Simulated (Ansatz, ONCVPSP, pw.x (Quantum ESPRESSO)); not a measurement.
**Equation-of-state test of one ONCV potential (H)**

```
Element                 : hydrogen (H)
Generator               : ONCVPSP 4.0.1
Type                    : optimised norm-conserving Vanderbilt (ONCV)
Functional              : PBEsol
Relativity              : scalar-relativistic
Frozen core             : none
Valence charge          : 1
Reference configuration : 1s1
Partial waves           : 1s: rc 1.50 bohr, ncon 3, nbas 7, qcut 7 1/bohr, 2 projectors, debl 3.5 Ha; p scattering state at 0.23 Ha: rc 1.30 bohr, ncon 4, nbas 7, qcut 7.1 1/bohr, 2 projectors, debl 0.4 Ha
Local potential         : polynomial inside 1.00 bohr (lpopt 5, dvloc0 4 Ha)
Core correction         : none
```

Crystal test: sc H in pw.x 7.5, no spin, 18³ k-points, Fermi–Dirac smearing 0.01 Ry, cutoffs 40/160 Ry. The reference is all-electron LAPW (Ansatz 0.2.0) with the same functional, mesh and smearing; V0 and B0 come from Birch–Murnaghan fits to the pressures at five volumes. Errors are pseudo minus all-electron; Δ is the rms difference of the E(V) curves that follow from these fits, minima aligned, over ±6 % about the mean V0. Mesh and smearing are coarse, so the numbers serve the comparison and aren't converged zero-temperature values; the lattice is a test structure that the element need not adopt.

All-electron: a0 = 1.447 Å (V0 = 3.03 Å³/atom), B0 = 107.4 GPa.

How far does the potential miss the all-electron equation of state?

mean pressure error (GPa): +0.54; a0 (Å): 1.449; a0 error (%): +0.16; B0 error (%): +0.3; Δ (meV/atom): 0.3. The largest radius (1.50 bohr) exceeds half the bond length (1.36 bohr), so the spheres overlap, which is one possible source of error among others.

```csv
V (Å³/atom),P all-electron (GPa),P pseudo (GPa)
2.843,7.51,8.15
2.918,4.24,4.83
2.993,1.30,1.83
3.068,-1.34,-0.86
3.143,-3.73,-3.29
```

At the middle volume, how do free energy and pressure move when the wave cutoff is lowered (ecutrho kept at four times it)?

| cutoff (Ry) | shift of F (meV/atom) | shift of P (GPa) |
| --- | --- | --- |
| 18 | +80.6 | -9.56 |
| 24 | +27.0 | -4.32 |
| 32 | +3.1 | -0.81 |

Input at the middle volume:

```
&control
  calculation='scf', prefix='x', pseudo_dir='./', outdir='./tmp', tstress=.true., disk_io='none'
/
&system
  ibrav=0, nat=1, ntyp=1, ecutwfc=40, ecutrho=160, nbnd=7,
  occupations='smearing', smearing='fd', degauss=0.01
/
&electrons
  conv_thr=1e-09, mixing_beta=0.4, electron_maxstep=70
/
ATOMIC_SPECIES
H 1.0 H.UPF
CELL_PARAMETERS angstrom
  1.44112695 0.00000000 0.00000000
  0.00000000 1.44112695 0.00000000
  0.00000000 0.00000000 1.44112695
ATOMIC_POSITIONS crystal
H 0.0000 0.0000 0.0000
K_POINTS automatic
18 18 18 0 0 0
```

```bash
pw.x < H.scf.in > H.scf.out
```

Lines of the output:

```
Message from routine setup:
     using ibrav=0 with symmetry is DISCOURAGED, use correct ibrav instead
     lattice parameter (alat)  =       2.7233  a.u.
     unit-cell volume          =      20.1978 (a.u.)^3
     number of electrons       =         1.00
     number of Kohn-Sham states=            7
     kinetic-energy cutoff     =      40.0000  Ry
     charge density cutoff     =     160.0000  Ry
     scf convergence threshold =      1.0E-09
     Exchange-correlation= PBESOL
     number of k points=   220  Fermi-Dirac smearing, width (Ry)=  0.0100
     iteration #  1     ecut=    40.00 Ry     beta= 0.40
     total energy              =      -1.07916538 Ry
     estimated scf accuracy    <       0.00024526 Ry
     iteration #  2     ecut=    40.00 Ry     beta= 0.40
     total energy              =      -1.07917628 Ry
     estimated scf accuracy    <       0.00008878 Ry
     iteration #  3     ecut=    40.00 Ry     beta= 0.40
     total energy              =      -1.07917660 Ry
     estimated scf accuracy    <          5.9E-09 Ry
     iteration #  4     ecut=    40.00 Ry     beta= 0.40
     total energy              =      -1.07917660 Ry
     estimated scf accuracy    <          7.6E-09 Ry
     iteration #  5     ecut=    40.00 Ry     beta= 0.40
     the Fermi energy is     3.1064 ev
!    total energy              =      -1.07917660 Ry
     estimated scf accuracy    <          1.4E-12 Ry
     smearing contrib. (-TS)   =      -0.00046081 Ry
     The total energy is F=E-TS. E is the sum of the following terms:
     one-electron contribution =       0.60304804 Ry
     hartree contribution      =       0.02412843 Ry
     xc contribution           =      -0.66404565 Ry
     ewald contribution        =      -1.04184661 Ry
     convergence has been achieved in   5 iterations
          total   stress  (Ry/bohr**3)                   (kbar)     P=       18.33
     Message from routine punch:
     Nothing written, as per user request (disk_io='none')
```

The run at the middle volume (220 k-points, 5 iterations) took about 1.5 s on one core of a shared host (Intel(R) Xeon(R) Processor @ 2.60GHz, 24 threads, 32 GiB, load 6).
